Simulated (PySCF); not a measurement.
# H2O2 (SMILES OO): levels of theory compared

Aim: a comparison of 6 runs (B3LYP/def2-TZVPP, BLYP/def2-TZVPP, CAM-B3LYP/def2-TZVPP, PBE/def2-TZVPP, SVWN5/def2-TZVPP, r2SCAN/def2-TZVPP) of H2O2. Input form: a Python script.

The results are computed with PySCF 2.14.0.

3 further runs of the same task are left out: 3 set aside as unsound or not needed.

## 1. Starting point

H2O2 has 4 atoms, charge 0, and is taken as a singlet. As SMILES, `OO`. The O1–H3 distance was set to 1.737 Å, away from the relaxed value. At this shape a bond of the SMILES string is far longer than usual.

Bond lengths: O1–O2 1.426 Å, O2–H4 0.965 Å. Angles: O1–O2–H4 101.1°.

## 2. The energy at B3LYP/def2-TZVPP (run 1)

The input, job.py:

```python
from pyscf import gto, dft

molecule = gto.M(
    atom='O -1.025388 -0.152357 -0.318858; O -0.490288 1.157143 -0.142558; H 0.186400 -1.117000 0.467400; H -0.286488 1.398543 -1.054358',
    spin=0,
    verbose=4,
    basis='def2-tzvpp',
    max_memory=1860,
)

ks = dft.RKS(molecule)
ks.xc = 'b3lyp'
ks.grids.level = 5
ks.conv_tol = 1e-10
ks.kernel()
if not ks.converged:
    ks = ks.newton().run(ks.mo_coeff, ks.mo_occ)

etot = ks.e_tot
print(f'total energy: {etot:.8f} hartree')
```

The run is started by

```
$ OMP_NUM_THREADS=1 python job.py
```

Output:

```text
PySCF version 2.14.0

[... 76 lines left out ...]
converged SCF energy = -151.492596387559
total energy: -151.49259639 hartree
```

It took 7.8 s on 1 thread of Arm Neoverse V2, shared host; peak memory 0.45 GiB.

## 3. A single-point energy at BLYP/def2-TZVPP (run 2)

The input, input.py:

```python
from pyscf import gto, dft

molecule = gto.M(
    atom=[
    ('O', (-1.025388, -0.152357, -0.318858)),
    ('O', (-0.490288, 1.157143, -0.142558)),
    ('H', (0.186400, -1.117000, 0.467400)),
    ('H', (-0.286488, 1.398543, -1.054358)),
],
    verbose=3,
    charge=0,
    max_memory=1860,
    basis='def2-tzvpp',
)

ks = dft.RKS(molecule, xc='blyp')
ks.conv_tol = 1e-10
ks.grids.level = 5
ks.kernel()
if not ks.converged:
    ks = ks.newton().run(ks.mo_coeff, ks.mo_occ)

e_final = ks.e_tot
print('E = %.10f Eh' % e_final)
```

The run is started by

```
$ OMP_NUM_THREADS=1 python input.py
```

Output:

```text
converged SCF energy = -151.492209170565
E = -151.4922091706 Eh
```

It took 7.2 s on 1 thread of Arm Neoverse V2, shared host; peak memory 0.45 GiB.

Run 3 isn't shown in full; the table further down has it.

## 4. The energy at PBE/def2-TZVPP (run 4)

The input, geometry.xyz:

```xyz
4

O     -1.025388    -0.152357    -0.318858
O     -0.490288     1.157143    -0.142558
H      0.186400    -1.117000     0.467400
H     -0.286488     1.398543    -1.054358
```

The input, calc.py:

```python
from pyscf import gto, dft

molecule = gto.Mole()
molecule.atom = 'geometry.xyz'
molecule.basis = 'def2-tzvpp'
molecule.spin = 0
molecule.max_memory = 1860
molecule.verbose = 3
molecule.build()

ks = dft.RKS(molecule)
ks.xc = 'pbe'
ks.grids.level = 5
ks.conv_tol = 1e-10
ks.kernel()
if not ks.converged:
    ks = ks.newton().run(ks.mo_coeff, ks.mo_occ)

energy = ks.e_tot
print('Final energy', energy)
```

The run is started by

```
$ OMP_NUM_THREADS=1 python calc.py
```

Output:

```text
converged SCF energy = -151.352351581231
Final energy -151.3523515812314
```

It took 7.2 s on 1 thread of Arm Neoverse V2, shared host; peak memory 0.46 GiB.

Run 5 isn't shown in full; the table further down has it.

## 5. A single-point energy at r2SCAN/def2-TZVPP (run 6)

The input, job.py:

```python
from pyscf import gto, dft

system = gto.M(
    atom=[
    ('O', (-1.025388, -0.152357, -0.318858)),
    ('O', (-0.490288, 1.157143, -0.142558)),
    ('H', (0.186400, -1.117000, 0.467400)),
    ('H', (-0.286488, 1.398543, -1.054358)),
],
    max_memory=1860,
    basis='def2-tzvpp',
    verbose=3,
    spin=0,
)

myscf = dft.RKS(system, xc='r2scan')
myscf.conv_tol = 1e-10
myscf.grids.level = 5
myscf.kernel()
if not myscf.converged:
    myscf = myscf.newton().run(myscf.mo_coeff, myscf.mo_occ)

e_final = myscf.e_tot
print('Final energy', e_final)
```

The run is started by

```
$ OMP_NUM_THREADS=1 python job.py
```

Output:

```text
converged SCF energy = -151.417465490842
Final energy -151.41746549084166
```

Wall time 17 s (1 thread of Arm Neoverse V2, shared host); peak memory 0.49 GiB.

## 6. All runs side by side

```tsv
run	level	energy (Eh)	dipole moment (D)	HOMO energy (eV)	LUMO energy (eV)	wall time
1	B3LYP/def2-TZVPP	-151.492596	1.75	-7.72	-3.90	7.8 s
2	BLYP/def2-TZVPP	-151.492209	1.69	-6.24	-4.43	7.2 s
3	CAM-B3LYP/def2-TZVPP	-151.433913	1.85	-9.37	-2.52	12 s
4	PBE/def2-TZVPP	-151.352352	1.69	-6.24	-4.42	7.2 s
5	SVWN5/def2-TZVPP	-150.422678	1.79	-6.30	-4.51	5.4 s
6	r2SCAN/def2-TZVPP	-151.417465	1.72	-6.61	-4.39	17 s
```

## 7. Outcome

| quantity | value |
| --- | --- |
| run 6: total energy | -151.41747 Eh |
| run 6: dipole moment | 1.72 D |
| run 6: HOMO energy | -6.61 eV |
| run 6: LUMO energy | -4.39 eV |
| run 6: HOMO–LUMO gap | 2.22 eV |

What this shows: The dipole moment (its size) runs from 1.69 D (BLYP/def2-TZVPP) to 1.85 D (CAM-B3LYP/def2-TZVPP). The HOMO–LUMO gap runs from 1.79 eV (SVWN5/def2-TZVPP) to 6.85 eV (CAM-B3LYP/def2-TZVPP). Totals of different functionals can't be ranked against each other. In runs 1, 2, 3, 4, 5, 6 a closed-shell determinant meets a far-stretched bond, which it describes badly. All runs together took 56 s, the longest 17 s.
